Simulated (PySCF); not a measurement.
Coordinates in bohr (charge 0 multiplicity 2):
```
N    -0.4593   -1.0348    0.0000
O     0.5306    1.1366    0.0000
H    -1.0520   -1.8081   -1.6512
H    -1.0520   -1.8081    1.6512
```

Method: UPBE0 in PySCF with N def2-TZVP, O def2-TZVP, H def2-TZVP; no relativity; density-fitted integrals.

This geometry of H2NO is a stationary point at this level.

Q: What is the point group?

A: Cs.

Q: Is it a minimum?

A: Yes: all harmonic wavenumbers are real.

Q: List the harmonic modes with their infrared intensities.

A: 
```tsv
symmetry	ω (cm⁻¹)	IR (km/mol)
a'	270	187
a''	1284	1.7
a'	1439	9.0
a'	1678	12.6
a'	3443	0.0
a''	3572	4.0
```

Q: Give the ideal-gas entropy at 298.15 K and 1 bar by parts.

A: translation 152.1, rotation 73.0, vibration 6.9, spin 5.8; total 237.8 J/(mol K).

Q: What is the atomisation energy, with and without zero-point energy?

A: 1161 kJ/mol without, 1091 kJ/mol with.

Only a few start shapes were tried, so a lower isomer may exist.
